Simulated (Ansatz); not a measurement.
Born–Oppenheimer molecular dynamics of CH3BN (6 atoms, charge -1, multiplicity 1). It starts from a relaxed structure.

Theory: Ansatz 0.2.0, UKS CAM-B3LYP/6-31G*.

```json
{
 "ensemble": "NVT, Langevin thermostat",
 "time step": "0.5 fs",
 "steps asked": "150",
 "set temperature": "50 K",
 "friction": "0.05 /fs",
 "seed": "385341"
}
```

First frame:

```xyz
6
Properties=species:S:1:pos:R:3
B -0.726 0.222 -0.613
N 0.389 -0.095 0.084
C 1.495 -0.392 0.627
H -1.464 -0.650 -1.032
H -1.018 1.385 -0.819
H 1.324 -0.471 1.752
```

Question: How far do the bonds stretch over the last three quarters of this one trajectory? (Pairs bonded in most of those frames.)

Answer: 
```csv
bond,mean (Å),spread (Å),shortest,longest
B1–N2,1.354,0.011,1.34,1.38
B1–H4,1.218,0.011,1.20,1.24
B1–H5,1.216,0.011,1.20,1.24
N2–C3,1.266,0.008,1.25,1.28
C3–H6,1.138,0.011,1.12,1.17
```

Mean temperature of the second half: 57 K. The mean temperature of the second half is 14 % above the set value. A run of 0.075 ps of so small a system gives no equilibrium averages. Limits of this set-up: an anion without diffuse functions, the dipole of an ion depends on the origin.

Time of the run: 4.5 min on 1 CPU thread of a shared host.
